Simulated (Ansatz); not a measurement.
Match the barriers

Saddle point of AlH5O, closed shell (AlH₃ + H₂O → AlH₃O ([OH][AlH2]) + H₂; bonds formed: H2–H5; dative contacts that become bonds: Al1–O6; bonds broken: Al1–H2, H5–O6), PBE0-D4/def2-TZVP structure:

Al1  (-0.400, -0.633, 0.067)
H2  (1.364, -0.513, 0.144)
H3  (-0.855, -1.036, -1.396)
H4  (-0.981, -1.260, 1.394)
H5  (0.995, 0.488, 0.148)
O6  (-0.010, 1.192, 0.206)
H7  (-0.114, 1.762, -0.561)
(Å)

Ansatz 0.2.0; basis: def2-TZVPP, with def2-QZVPP for the basis limit; cores frozen in the correlated methods. B3LYP uses VWN-RPA correlation. Extrapolation: Hartree–Fock as exp(−7.88 √X), correlation as X^−2.97. Four methods, as single points on the PBE0-D4 structures, gave these electronic barriers from the start structure: 44.0, 60.2, 70.7, 110.6 kJ/mol.

Task: The methods were, in alphabetical order, B3LYP-D4, CCSD(T), HF, PBE-D4. Which gave which? (Judge from chemistry; the calculation decides.)

Result: Computed: PBE-D4 44.0; B3LYP-D4 60.2; CCSD(T) 70.7; HF 110.6 kJ/mol. For comparison, CCSD(T) at an estimated basis limit (MP2 extrapolated from triple and quadruple zeta, plus CCSD(T) − MP2 in triple zeta) gives 68.1 kJ/mol.

No T1 diagnostic of these runs exceeds 0.013.

The step is the kind of ligand exchange by which a precursor binds to a hydroxyl group, or is hydrolysed, in atomic layer deposition of oxides.

Labels in which every atom is bracketed show which atoms are joined, not bond orders.

For scale, one of the runs: CCSD(T)/def2-TZVPP, 143 basis functions, launched by `ansatz run in.yaml --threads 2 --pin off --events-out ev --progress --plain --max-ram 4352MiB`. Hardware: 2 CPU threads of an Intel Xeon Platinum 8488C, shared host. Wall time 6 s; peak host memory 0.81 GiB.
